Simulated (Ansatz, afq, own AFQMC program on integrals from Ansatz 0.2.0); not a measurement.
# CH$_{3}$B, singlet in cc-pVDZ along one coordinate

```yaml
atoms:
  - { symbol: B, position_ang: [-0.9345, 0.0086, 0.0074] }
  - { symbol: C, position_ang: [0.5963, -0.0055, -0.0047] }
  - { symbol: H, position_ang: [0.9628, -1.0402, -0.0025] }
  - { symbol: H, position_ang: [0.9841, 0.5112, 0.8828] }
  - { symbol: H, position_ang: [0.9698, 0.5022, -0.9035] }
```

The B1–C2 distance is changed with both sides rigid. Energies in kJ/mol count from this geometry (1.531 Å) at the same level; the start stands on RHF, each point on the determinant named.

Basis cc-pVDZ. Noble-gas cores (and the filled d shells of Ga–Kr and In–Xe) are frozen. Integrals, coupled cluster, full CI and functionals: Ansatz 0.2.0; the random walks run on the same integrals in our own AFQMC program. ph-AFQMC/CISD is guided by a CISD state made of CCSD amplitudes; releasing the constraint for a short imaginary time cuts its bias at the price of noise, slowly where states lie close. Error bars are statistical, one sigma.

Cautions, each for one point or more: cluster runs in doubt by the program's own checks; higher spins were not checked; restricted determinant unstable towards unrestricted; strong correlation; unrestricted determinant spin contaminated; walk and cluster series may follow different spin states.

```tsv
r(B1–C2) / Å	det.	T1	weight	⟨S²⟩	CCSD(T)	ph-AFQMC/CISD	released AFQMC	CCSDT(Q)	CCSD	r2SCAN
1.203	RHF	0.011	0.88	pure	290.8	292.6 ± 1.9	289.5 ± 2.0	290.9	291.4	258.7
1.838	RHF	0.013	0.87	pure	47.4	51.1 ± 2.0	–	47.1	48.0	59.8§
2.499	RHF	0.017	0.83	pure	239.5	247.5 ± 2.2	241.8 ± 3.4*	237.8	246.6	265.1
3.331	UHF‡¶	0.022	0.86	0.96	372.3	364.8 ± 2.0	–	356.6	367.1	381.3§
5.229	UHF‡¶	0.008	0.88	1.02	384.6	385.9 ± 1.8	385.4 ± 2.1*	385.2	376.8	402.5§
```

Weight is that of the determinant in the CISD state; at the start T1 is 0.011 and the weight 0.87. ¶ marks points with a poor determinant and no full CI, where no value is sure; they don't count among the departures. An asterisk marks released energies that aren't shown to be converged. A double dagger marks points where the walks on two determinants ended up to 33.3 kJ/mol apart; the lower is shown. A dash marks a missing value, a released energy that hasn't settled or a functional that sits on another state. § marks a functional whose ⟨S²⟩ is too high by over 0.1 (r2SCAN at the start too). Largest departures from CCSDT(Q), at the points where its series has closed: CCSD(T) 1.8 kJ/mol at 2.499 (on RHF), ph-AFQMC/CISD 9.7 kJ/mol at 2.499 (on RHF), CCSD 8.8 kJ/mol at 2.499 (on RHF). The functionals aren't scored here. In this small basis the wave-function levels are far from their limit, so their gap to the functionals isn't the functionals' error.

Some points may be missing: those where a free walk finds a much lower state, and past Zn most of those on another determinant than at the start.

A walk keeps the symmetry of its determinant, which the program's search chose and which needn't be the lowest solution, so a lower state of the same spin and another symmetry isn't excluded.
